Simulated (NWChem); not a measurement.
Basis-set dependence for C (+1)

```
C
```
Charge +1, spin multiplicity 2.

The numbers come from NWChem runs, not from measurements.

Hartree-Fock energies in Ha, correlation energies in mHa.

The correlated methods keep 1 core orbital frozen. The Pople sets run with spherical d functions. No SCF solution was tested for a lower state. Open-shell Hartree-Fock references start from PBE0 orbitals. No row is a measurement; the coupled-cluster row has its own basis-set and correlation limits.

```json
[
 {"basis": "6-31G*", "functions": "14", "UHF": "-37.28672", "UMP2": "-42.7", "SCS-UMP2": "-49.1", "CCSD on ROHF": "-70.6", "CCSD[T] on ROHF": "-71.4", "CCSD(T) on ROHF": "-71.4", "CCSD on UHF": "-67.0", "CCSD[T] on UHF": "-67.7", "CCSD(T) on UHF": "-67.7", "CCSDT on ROHF": "-71.7"},
 {"basis": "def2-SVP", "functions": "14", "UHF": "-37.24419", "UMP2": "-41.8", "SCS-UMP2": "-48.1", "CCSD on ROHF": "-70.4", "CCSD[T] on ROHF": "-71.2", "CCSD(T) on ROHF": "-71.2", "CCSD on UHF": "-66.7", "CCSD[T] on UHF": "-67.4", "CCSD(T) on UHF": "-67.4", "CCSDT on ROHF": "-71.4"},
 {"basis": "def2-TZVP", "functions": "31", "UHF": "-37.29554", "UMP2": "-49.9", "SCS-UMP2": "-57.0", "CCSD on ROHF": "-78.2", "CCSD[T] on ROHF": "-79.5", "CCSD(T) on ROHF": "-79.5", "CCSD on UHF": "-73.9", "CCSD[T] on UHF": "-75.0", "CCSD(T) on UHF": "-75.0", "CCSDT on ROHF": "-79.7"},
 {"basis": "def2-QZVP", "functions": "57", "UHF": "-37.29671", "UMP2": "-54.1", "SCS-UMP2": "-61.7", "CCSD on ROHF": "-81.2", "CCSD[T] on ROHF": "-82.6", "CCSD(T) on ROHF": "-82.6", "CCSD on UHF": "-76.8", "CCSD[T] on UHF": "-78.1", "CCSD(T) on UHF": "-78.1", "CCSDT on ROHF": "not run"}
]
```

From def2-TZVP to def2-QZVP the Hartree-Fock energy moves by -1.2 mHa and the UMP2 correlation energy by -4.1 mHa, which is 8 % of its value in the larger set.
